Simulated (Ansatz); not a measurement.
A made-up structure of CH2BSi, doublet:

```tsv
atom	x (Å)	y (Å)	z (Å)
B1	1.4996	-0.1615	0.5501
Si2	-0.1604	-0.9852	0.8593
C3	-0.3880	0.0501	-0.1498
H4	-1.3144	0.3304	-0.6526
H5	0.3632	0.7661	-0.6070
```

It is relaxed with PBE-D4/def2-SVP and then PBE0-D4/def2-TZVP (Ansatz 0.2.0). Atoms count as bonded within 1.22 times the sum of their covalent radii (H–H: 0.88 Å). The end point is not checked to be a true minimum.

Task: Does its bonding change? (A judgement: the text doesn't fix the answer.)

Result: The calculation gives: Yes. Formed: B1–C3, B1–H5; broken: C3–H5.

Where it ends: The first stage lowers the energy by 5.40 eV in 24 steps. It ends as CH₂BSi ([BH]1[CH][Si]1):
B1  (0.657, 0.325, -0.122)
Si2  (-0.029, -1.228, 1.118)
C3  (-0.697, -0.110, -0.085)
H4  (-1.622, 0.160, -0.580)
H5  (1.691, 0.853, -0.330)
(Å)

Labels in which every atom is bracketed show which atoms are joined, not bond orders.

For scale, one of the runs: PBE0-D4/def2-TZVP relaxation, 111 basis functions, launched by `ansatz run in.yaml --threads 2 --pin off --events-out ev --progress --plain --max-ram 4352MiB`. The run took about 11 s on 2 CPU threads of an Intel Xeon 6975P-C (shared host).
